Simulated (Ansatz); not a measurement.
Molecule: ammonia, NH3 (charge 0, singlet). SMILES: N
Geometry from a B3LYP-D3(BJ)/def2-TZVP (Ansatz, an electronic-structure program) optimisation:
```
N
H 1 1.0136
H 1 1.0136 2 107.33
H 1 1.0136 2 107.33 3 -115.09
```

Computed values are from Ansatz. Valence correlation only, unless marked. Open shells are spin-unrestricted. No spin-orbit coupling. No relativistic terms. Basis-set limits of correlation are two-point, X^-3; Hartree-Fock from the larger set (for Q and 5 zeta extrapolated as (X+1)exp(-9√X)).

The atomisation energy De is 1244.8 kJ/mol at CCSD(T)/CBS(cc-pVQZ,cc-pV5Z). The vertical ionisation energy (to the doublet) is 10.92 eV at CCSD(T)/CBS(aug-cc-pVTZ,aug-cc-pVQZ) and the vertical triplet-singlet gap comes out as 6.46 eV at CCSD(T)/CBS(def2-TZVPPD,def2-QZVPPD). The total energy comes out as -56.5047 Eh at CCSD(T)/CBS(cc-pVQZ,cc-pV5Z). The dipole moment comes out as 1.48 D at CCSD(T)/aug-cc-pVDZ. The T1 diagnostic comes out as 0.008 at CCSD/cc-pV5Z. The measured enthalpy of formation, 298 K is -45.6 kJ/mol (Active Thermochemical Tables 1.112 (ions: stationary electron), as tabulated in the package chemicals). The measured dipole moment is 1.47 D (NIST CCCBDB, as tabulated in the package chemicals; older table, unchecked) and the measured ionisation energy, adiabatic is 10.07 eV (CCCBDB table in ASE; older table, unchecked).
